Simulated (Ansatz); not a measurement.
## Counterpoise correction, worked out

The pair of HF (SMILES F, atoms 1–2) and CH5N (SMILES CN, atoms 3–9), both closed shells, in one local arrangement (a lower one may exist), relaxed at PBE0-D4/def2-TZVP:

```
9
angstrom
F 0.1019 -0.0509 -2.4828
H -0.1339 0.1819 -1.5725
C 0.3693 -0.4171 0.7870
N -0.4476 0.4834 -0.0229
H 0.2296 -0.2922 1.8659
H 1.4209 -0.2530 0.5500
H 0.1322 -1.4477 0.5214
H -0.2392 1.4514 0.1902
H -1.4333 0.3443 0.1638
```

Program: Ansatz 0.2.0. Basis: def2-TZVPPD. Cores are frozen in the correlated methods.

CCSD(T) total energies in eV:

| system | geometry | basis functions | energy |
| --- | --- | --- | --- |
| pair | pair | all | -5335.41222 |
| HF | as in the pair | all (partner as ghosts) | -2730.56524 |
| CH5N | as in the pair | all (partner as ghosts) | -2604.22754 |
| HF | as in the pair | its own | -2730.54774 |
| CH5N | as in the pair | its own | -2604.20384 |
| HF | free (PBE0-D4 minimum) | its own | -2730.61345 |
| CH5N | free (PBE0-D4 minimum) | its own | -2604.20340 |

Question: Work out the interaction energy with and without the counterpoise correction, the superposition error, and the binding energy from the relaxed fragments.

Answer: Without correction: -5335.41222 − (-2730.54774) − (-2604.20384) = -0.66064 eV.
With correction (each fragment in the whole basis): -5335.41222 − (-2730.56524) − (-2604.22754) = -0.61944 eV = -14.28 kcal/mol.
The superposition error is the difference, 0.04120 eV, 6 % of the uncorrected value: each fragment borrows its partner's functions.
Deformation from the free shapes: 0.06571 eV for HF and -0.00044 eV for CH5N (a small negative value is possible, since the free shapes are minima of another method).
Binding energy from relaxed fragments: -0.61944 + 0.06571 + (-0.00044) = -0.55417 eV = -12.78 kcal/mol (electronic, without zero-point energy; negative means bound). For comparison, the corrected interaction energy by CCSD(T) at an estimated basis limit (MP2 extrapolated from triple and quadruple zeta, plus CCSD(T) − MP2 in triple zeta) is -0.653 eV; triple zeta with the correction binds less.

T1 diagnostic: at most 0.011.

For scale, one of the runs: CCSD(T)/def2-TZVPPD, 216 basis functions, launched by `ansatz run in.yaml --threads 4 --pin off --events-out ev --progress --plain --max-ram 9574MiB`. Time: 35 s of wall clock on 4 CPU threads of an Arm Neoverse V2; the host was shared. Peak host memory: 3.4 GiB.
